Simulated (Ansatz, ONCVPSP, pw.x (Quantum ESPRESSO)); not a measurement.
# Ir (Z = 77): does the ONCV potential hold in the solid?

```json
{"Element": "iridium", "Generator": "ONCVPSP 4.0.1.1 (patched build)", "Type": "optimised norm-conserving Vanderbilt (ONCV)", "Functional": "LDA (Perdew-Wang 92)", "Relativity": "scalar-relativistic", "Frozen core": "[Kr] 4d10 4f14", "Valence charge": "17", "Reference configuration": "5s2 5p6 5d7 6s2", "Partial waves": "5s+6s: rc 1.35 bohr, ncon 3, nbas 7, qcut 9.4 1/bohr, 2 projectors; 5p: rc 1.70 bohr, ncon 4, nbas 9, qcut 6.7 1/bohr, 2 projectors, debl 0.4 Ha; 5d: rc 2.20 bohr, ncon 3, nbas 8, qcut 5.7 1/bohr, 2 projectors, debl 2 Ha", "Local potential": "polynomial inside 1.30 bohr (lpopt 5, dvloc0 6 Ha)", "Core correction": "polynomial model core, fcfact 0.3"}
```

In the p channel the program set the typed energies aside and used -2.018, 0.250 Ha.

Atomic tests: cutoffs needed: 32 Ha and 37 Ha (the cutoffs (Ha) at which the residual kinetic energy of the hardest occupied pseudo-wave falls to 1 and 0.1 mHa per electron); ghost test: no bound ghost flagged; GHOST(+) flags only above 600 eV; largest excitation error: -18 meV (all-electron minus pseudo) for 5s2 5p6 5d6 6s0, out of 4 test configurations.

Crystal test: fcc Ir in pw.x 7.5, no spin, 15³ k-points, Fermi–Dirac smearing 0.01 Ry, cutoffs 90/360 Ry. The reference is all-electron LAPW (Ansatz 0.2.0) with the same functional, mesh and smearing; V0 and B0 come from Birch–Murnaghan fits to the pressures at five volumes. Errors are pseudo minus all-electron; Δ is the rms difference of the E(V) curves that follow from these fits, minima aligned, over ±6 % about the mean V0. Mesh and smearing are coarse, so the numbers serve the comparison and aren't converged zero-temperature values; the lattice is a test structure that the element need not adopt.

All-electron: a0 = 3.812 Å (V0 = 13.85 Å³/atom), B0 = 402.4 GPa.

Task: How far does the potential miss the all-electron equation of state?

Result: mean pressure error (GPa): -2.72; a0 (Å): 3.803; a0 error (%): -0.23; B0 error (%): +0.6; Δ (meV/atom): 8.4.

```json
{"V (Å³/atom)": "13.203", "P all-electron (GPa)": "21.62", "P pseudo (GPa)": "18.31"}
{"V (Å³/atom)": "13.551", "P all-electron (GPa)": "9.22", "P pseudo (GPa)": "6.25"}
{"V (Å³/atom)": "13.898", "P all-electron (GPa)": "-1.45", "P pseudo (GPa)": "-4.13"}
{"V (Å³/atom)": "14.245", "P all-electron (GPa)": "-10.62", "P pseudo (GPa)": "-13.05"}
{"V (Å³/atom)": "14.593", "P all-electron (GPa)": "-18.49", "P pseudo (GPa)": "-20.69"}
```

Task: At the middle volume, how do free energy and pressure move when the wave cutoff is lowered (ecutrho kept at four times it)?

Result:

```tsv
cutoff (Ry)	shift of F (meV/atom)	shift of P (GPa)
40	+3757.6	-152.75
54	+455.1	-31.73
72	+12.1	-1.58
```

Input at the middle volume:

```
&control
  calculation='scf', prefix='x', pseudo_dir='./', outdir='./tmp', tstress=.true., disk_io='none'
/
&system
  ibrav=0, nat=1, ntyp=1, ecutwfc=90, ecutrho=360, nbnd=17,
  occupations='smearing', smearing='fd', degauss=0.01
/
&electrons
  conv_thr=1e-09, mixing_beta=0.4, electron_maxstep=70
/
ATOMIC_SPECIES
Ir 1.0 Ir.UPF
CELL_PARAMETERS angstrom
  0.00000000 1.90827416 1.90827416
  1.90827416 0.00000000 1.90827416
  1.90827416 1.90827416 0.00000000
ATOMIC_POSITIONS crystal
Ir 0.0000 0.0000 0.0000
K_POINTS automatic
15 15 15 0 0 0
```

```bash
pw.x < Ir.scf.in > Ir.scf.out
```

Lines of the output:

```
Message from routine setup:
     using ibrav=0 with symmetry is DISCOURAGED, use correct ibrav instead
     lattice parameter (alat)  =       5.0998  a.u.
     unit-cell volume          =      93.7884 (a.u.)^3
     number of electrons       =        17.00
     number of Kohn-Sham states=           17
     kinetic-energy cutoff     =      90.0000  Ry
     charge density cutoff     =     360.0000  Ry
     scf convergence threshold =      1.0E-09
     Exchange-correlation= SLA  PW   NOGX NOGC
     number of k points=   120  Fermi-Dirac smearing, width (Ry)=  0.0100
     iteration #  1     ecut=    90.00 Ry     beta= 0.40
     total energy              =    -239.08746493 Ry
     estimated scf accuracy    <       0.01687022 Ry
     iteration #  2     ecut=    90.00 Ry     beta= 0.40
     total energy              =    -239.08893589 Ry
     estimated scf accuracy    <       0.00132519 Ry
     iteration #  3     ecut=    90.00 Ry     beta= 0.40
     total energy              =    -239.08905536 Ry
     estimated scf accuracy    <       0.00015168 Ry
     iteration #  4     ecut=    90.00 Ry     beta= 0.40
     total energy              =    -239.08906196 Ry
     estimated scf accuracy    <       0.00000158 Ry
     iteration #  5     ecut=    90.00 Ry     beta= 0.40
     total energy              =    -239.08906225 Ry
     estimated scf accuracy    <       0.00000020 Ry
     iteration #  6     ecut=    90.00 Ry     beta= 0.40
     total energy              =    -239.08906228 Ry
     estimated scf accuracy    <          4.7E-09 Ry
     iteration #  7     ecut=    90.00 Ry     beta= 0.40
     the Fermi energy is    26.3186 ev
!    total energy              =    -239.08906228 Ry
     estimated scf accuracy    <          3.2E-10 Ry
     smearing contrib. (-TS)   =      -0.00371579 Ry
     The total energy is F=E-TS. E is the sum of the following terms:
     one-electron contribution =     -29.38640944 Ry
     hartree contribution      =      27.67797248 Ry
     xc contribution           =     -53.65773480 Ry
     ewald contribution        =    -183.71917473 Ry
     convergence has been achieved in   7 iterations
          total   stress  (Ry/bohr**3)                   (kbar)     P=      -41.33
     Message from routine punch:
     Nothing written, as per user request (disk_io='none')
```

The run at the middle volume (120 k-points, 7 iterations) took about 37 s on one core of a shared host (Neoverse-N1, 64 threads, 124 GiB, load 57).
